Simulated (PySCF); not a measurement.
Bond stretch in LiH, singlet.

Methods: UHF/cc-pVTZ (PySCF); RHF/cc-pVTZ (PySCF); UKS-PBE = PySCF 2.14.0 with unrestricted PBE/cc-pVTZ; RKS-PBE = restricted PBE/cc-pVTZ (PySCF); UKS-PBE0 = unrestricted PBE0/cc-pVTZ (PySCF); RKS-PBE0 = restricted PBE0/cc-pVTZ in PySCF; UKS-B3LYP/6-31G* = PySCF with unrestricted B3LYP/6-31G*, spherical d; RKS-B3LYP/6-31G* = restricted B3LYP/6-31G*, spherical d (PySCF).

Scanned distances (Å): 1.21, 1.28, 1.34, 1.46, 1.52, 1.53, 1.60, 1.64, 1.69, 1.75, 1.84, 1.99, 2.12, 2.42, 2.65, 2.87, 3.17, 3.52, 3.96, 4.34, 4.72, 5.60, 6.36.

Q: Where does the unrestricted solution first break spin symmetry (<S²> of 0.01 or more)?

A: UHF: between 2.12 and 2.42 Å; UKS-PBE: between 2.65 and 2.87 Å; UKS-PBE0: between 2.65 and 2.87 Å; UKS-B3LYP/6-31G*: between 2.65 and 2.87 Å.

```json
[
 {"R / Å": "1.21", "<S²> UHF": "0.00", "E(RHF) − E(UHF) / kJ/mol": "0.0", "<S²> UKS-PBE": "0.00", "E(RKS-PBE) − E(UKS-PBE) / kJ/mol": "0.0", "<S²> UKS-PBE0": "0.00", "E(RKS-PBE0) − E(UKS-PBE0) / kJ/mol": "0.0", "<S²> UKS-B3LYP/6-31G*": "0.00", "E(RKS-B3LYP/6-31G*) − E(UKS-B3LYP/6-31G*) / kJ/mol": "0.0"},
 {"R / Å": "1.28", "<S²> UHF": "0.00", "E(RHF) − E(UHF) / kJ/mol": "0.0", "<S²> UKS-PBE": "0.00", "E(RKS-PBE) − E(UKS-PBE) / kJ/mol": "0.0", "<S²> UKS-PBE0": "0.00", "E(RKS-PBE0) − E(UKS-PBE0) / kJ/mol": "0.0", "<S²> UKS-B3LYP/6-31G*": "0.00", "E(RKS-B3LYP/6-31G*) − E(UKS-B3LYP/6-31G*) / kJ/mol": "0.0"},
 {"R / Å": "1.34", "<S²> UHF": "0.00", "E(RHF) − E(UHF) / kJ/mol": "0.0", "<S²> UKS-PBE": "0.00", "E(RKS-PBE) − E(UKS-PBE) / kJ/mol": "0.0", "<S²> UKS-PBE0": "0.00", "E(RKS-PBE0) − E(UKS-PBE0) / kJ/mol": "0.0", "<S²> UKS-B3LYP/6-31G*": "0.00", "E(RKS-B3LYP/6-31G*) − E(UKS-B3LYP/6-31G*) / kJ/mol": "0.0"},
 {"R / Å": "1.46", "<S²> UHF": "0.00", "E(RHF) − E(UHF) / kJ/mol": "0.0", "<S²> UKS-PBE": "0.00", "E(RKS-PBE) − E(UKS-PBE) / kJ/mol": "0.0", "<S²> UKS-PBE0": "0.00", "E(RKS-PBE0) − E(UKS-PBE0) / kJ/mol": "0.0", "<S²> UKS-B3LYP/6-31G*": "0.00", "E(RKS-B3LYP/6-31G*) − E(UKS-B3LYP/6-31G*) / kJ/mol": "0.0"},
 {"R / Å": "1.52", "<S²> UHF": "0.00", "E(RHF) − E(UHF) / kJ/mol": "0.0", "<S²> UKS-PBE": "0.00", "E(RKS-PBE) − E(UKS-PBE) / kJ/mol": "0.0", "<S²> UKS-PBE0": "0.00", "E(RKS-PBE0) − E(UKS-PBE0) / kJ/mol": "0.0", "<S²> UKS-B3LYP/6-31G*": "0.00", "E(RKS-B3LYP/6-31G*) − E(UKS-B3LYP/6-31G*) / kJ/mol": "0.0"},
 {"R / Å": "1.53", "<S²> UHF": "0.00", "E(RHF) − E(UHF) / kJ/mol": "0.0", "<S²> UKS-PBE": "0.00", "E(RKS-PBE) − E(UKS-PBE) / kJ/mol": "0.0", "<S²> UKS-PBE0": "0.00", "E(RKS-PBE0) − E(UKS-PBE0) / kJ/mol": "0.0", "<S²> UKS-B3LYP/6-31G*": "0.00", "E(RKS-B3LYP/6-31G*) − E(UKS-B3LYP/6-31G*) / kJ/mol": "0.0"},
 {"R / Å": "1.60", "<S²> UHF": "0.00", "E(RHF) − E(UHF) / kJ/mol": "0.0", "<S²> UKS-PBE": "0.00", "E(RKS-PBE) − E(UKS-PBE) / kJ/mol": "0.0", "<S²> UKS-PBE0": "0.00", "E(RKS-PBE0) − E(UKS-PBE0) / kJ/mol": "0.0", "<S²> UKS-B3LYP/6-31G*": "0.00", "E(RKS-B3LYP/6-31G*) − E(UKS-B3LYP/6-31G*) / kJ/mol": "0.0"},
 {"R / Å": "1.64", "<S²> UHF": "0.00", "E(RHF) − E(UHF) / kJ/mol": "0.0", "<S²> UKS-PBE": "0.00", "E(RKS-PBE) − E(UKS-PBE) / kJ/mol": "0.0", "<S²> UKS-PBE0": "0.00", "E(RKS-PBE0) − E(UKS-PBE0) / kJ/mol": "0.0", "<S²> UKS-B3LYP/6-31G*": "0.00", "E(RKS-B3LYP/6-31G*) − E(UKS-B3LYP/6-31G*) / kJ/mol": "0.0"},
 {"R / Å": "1.69", "<S²> UHF": "0.00", "E(RHF) − E(UHF) / kJ/mol": "0.0", "<S²> UKS-PBE": "0.00", "E(RKS-PBE) − E(UKS-PBE) / kJ/mol": "0.0", "<S²> UKS-PBE0": "0.00", "E(RKS-PBE0) − E(UKS-PBE0) / kJ/mol": "0.0", "<S²> UKS-B3LYP/6-31G*": "0.00", "E(RKS-B3LYP/6-31G*) − E(UKS-B3LYP/6-31G*) / kJ/mol": "0.0"},
 {"R / Å": "1.75", "<S²> UHF": "0.00", "E(RHF) − E(UHF) / kJ/mol": "0.0", "<S²> UKS-PBE": "0.00", "E(RKS-PBE) − E(UKS-PBE) / kJ/mol": "0.0", "<S²> UKS-PBE0": "0.00", "E(RKS-PBE0) − E(UKS-PBE0) / kJ/mol": "0.0", "<S²> UKS-B3LYP/6-31G*": "0.00", "E(RKS-B3LYP/6-31G*) − E(UKS-B3LYP/6-31G*) / kJ/mol": "0.0"},
 {"R / Å": "1.84", "<S²> UHF": "0.00", "E(RHF) − E(UHF) / kJ/mol": "0.0", "<S²> UKS-PBE": "0.00", "E(RKS-PBE) − E(UKS-PBE) / kJ/mol": "0.0", "<S²> UKS-PBE0": "0.00", "E(RKS-PBE0) − E(UKS-PBE0) / kJ/mol": "0.0", "<S²> UKS-B3LYP/6-31G*": "0.00", "E(RKS-B3LYP/6-31G*) − E(UKS-B3LYP/6-31G*) / kJ/mol": "0.0"},
 {"R / Å": "1.99", "<S²> UHF": "0.00", "E(RHF) − E(UHF) / kJ/mol": "0.0", "<S²> UKS-PBE": "0.00", "E(RKS-PBE) − E(UKS-PBE) / kJ/mol": "0.0", "<S²> UKS-PBE0": "0.00", "E(RKS-PBE0) − E(UKS-PBE0) / kJ/mol": "0.0", "<S²> UKS-B3LYP/6-31G*": "0.00", "E(RKS-B3LYP/6-31G*) − E(UKS-B3LYP/6-31G*) / kJ/mol": "0.0"},
 {"R / Å": "2.12", "<S²> UHF": "0.00", "E(RHF) − E(UHF) / kJ/mol": "0.0", "<S²> UKS-PBE": "0.00", "E(RKS-PBE) − E(UKS-PBE) / kJ/mol": "0.0", "<S²> UKS-PBE0": "0.00", "E(RKS-PBE0) − E(UKS-PBE0) / kJ/mol": "0.0", "<S²> UKS-B3LYP/6-31G*": "0.00", "E(RKS-B3LYP/6-31G*) − E(UKS-B3LYP/6-31G*) / kJ/mol": "0.0"},
 {"R / Å": "2.42", "<S²> UHF": "0.34", "E(RHF) − E(UHF) / kJ/mol": "4.0", "<S²> UKS-PBE": "0.00", "E(RKS-PBE) − E(UKS-PBE) / kJ/mol": "0.0", "<S²> UKS-PBE0": "0.00", "E(RKS-PBE0) − E(UKS-PBE0) / kJ/mol": "0.0", "<S²> UKS-B3LYP/6-31G*": "0.00", "E(RKS-B3LYP/6-31G*) − E(UKS-B3LYP/6-31G*) / kJ/mol": "0.0"},
 {"R / Å": "2.65", "<S²> UHF": "0.63", "E(RHF) − E(UHF) / kJ/mol": "20.7", "<S²> UKS-PBE": "0.00", "E(RKS-PBE) − E(UKS-PBE) / kJ/mol": "0.0", "<S²> UKS-PBE0": "0.00", "E(RKS-PBE0) − E(UKS-PBE0) / kJ/mol": "0.0", "<S²> UKS-B3LYP/6-31G*": "0.00", "E(RKS-B3LYP/6-31G*) − E(UKS-B3LYP/6-31G*) / kJ/mol": "0.0"},
 {"R / Å": "2.87", "<S²> UHF": "0.77", "E(RHF) − E(UHF) / kJ/mol": "42.7", "<S²> UKS-PBE": "0.15", "E(RKS-PBE) − E(UKS-PBE) / kJ/mol": "0.9", "<S²> UKS-PBE0": "0.25", "E(RKS-PBE0) − E(UKS-PBE0) / kJ/mol": "2.7", "<S²> UKS-B3LYP/6-31G*": "0.24", "E(RKS-B3LYP/6-31G*) − E(UKS-B3LYP/6-31G*) / kJ/mol": "2.2"},
 {"R / Å": "3.17", "<S²> UHF": "0.88", "E(RHF) − E(UHF) / kJ/mol": "75.8", "<S²> UKS-PBE": "0.37", "E(RKS-PBE) − E(UKS-PBE) / kJ/mol": "6.2", "<S²> UKS-PBE0": "0.50", "E(RKS-PBE0) − E(UKS-PBE0) / kJ/mol": "12.9", "<S²> UKS-B3LYP/6-31G*": "0.47", "E(RKS-B3LYP/6-31G*) − E(UKS-B3LYP/6-31G*) / kJ/mol": "11.8"},
 {"R / Å": "3.52", "<S²> UHF": "0.94", "E(RHF) − E(UHF) / kJ/mol": "114.1", "<S²> UKS-PBE": "0.56", "E(RKS-PBE) − E(UKS-PBE) / kJ/mol": "15.7", "<S²> UKS-PBE0": "0.69", "E(RKS-PBE0) − E(UKS-PBE0) / kJ/mol": "29.1", "<S²> UKS-B3LYP/6-31G*": "0.65", "E(RKS-B3LYP/6-31G*) − E(UKS-B3LYP/6-31G*) / kJ/mol": "27.0"},
 {"R / Å": "3.96", "<S²> UHF": "0.98", "E(RHF) − E(UHF) / kJ/mol": "157.9", "<S²> UKS-PBE": "0.71", "E(RKS-PBE) − E(UKS-PBE) / kJ/mol": "28.8", "<S²> UKS-PBE0": "0.85", "E(RKS-PBE0) − E(UKS-PBE0) / kJ/mol": "51.4", "<S²> UKS-B3LYP/6-31G*": "0.78", "E(RKS-B3LYP/6-31G*) − E(UKS-B3LYP/6-31G*) / kJ/mol": "47.4"},
 {"R / Å": "4.34", "<S²> UHF": "0.99", "E(RHF) − E(UHF) / kJ/mol": "191.0", "<S²> UKS-PBE": "0.81", "E(RKS-PBE) − E(UKS-PBE) / kJ/mol": "39.5", "<S²> UKS-PBE0": "0.95", "E(RKS-PBE0) − E(UKS-PBE0) / kJ/mol": "70.3", "<S²> UKS-B3LYP/6-31G*": "0.86", "E(RKS-B3LYP/6-31G*) − E(UKS-B3LYP/6-31G*) / kJ/mol": "63.7"},
 {"R / Å": "4.72", "<S²> UHF": "0.99", "E(RHF) − E(UHF) / kJ/mol": "219.6", "<S²> UKS-PBE": "0.89", "E(RKS-PBE) − E(UKS-PBE) / kJ/mol": "49.1", "<S²> UKS-PBE0": "0.99", "E(RKS-PBE0) − E(UKS-PBE0) / kJ/mol": "87.7", "<S²> UKS-B3LYP/6-31G*": "0.92", "E(RKS-B3LYP/6-31G*) − E(UKS-B3LYP/6-31G*) / kJ/mol": "78.1"},
 {"R / Å": "5.60", "<S²> UHF": "1.00", "E(RHF) − E(UHF) / kJ/mol": "271.2", "<S²> UKS-PBE": "1.00", "E(RKS-PBE) − E(UKS-PBE) / kJ/mol": "68.9", "<S²> UKS-PBE0": "1.00", "E(RKS-PBE0) − E(UKS-PBE0) / kJ/mol": "116.7", "<S²> UKS-B3LYP/6-31G*": "1.00", "E(RKS-B3LYP/6-31G*) − E(UKS-B3LYP/6-31G*) / kJ/mol": "104.1"},
 {"R / Å": "6.36", "<S²> UHF": "1.00", "E(RHF) − E(UHF) / kJ/mol": "302.5", "<S²> UKS-PBE": "1.00", "E(RKS-PBE) − E(UKS-PBE) / kJ/mol": "78.5", "<S²> UKS-PBE0": "1.00", "E(RKS-PBE0) − E(UKS-PBE0) / kJ/mol": "131.6", "<S²> UKS-B3LYP/6-31G*": "1.00", "E(RKS-B3LYP/6-31G*) − E(UKS-B3LYP/6-31G*) / kJ/mol": "117.9"}
]
```
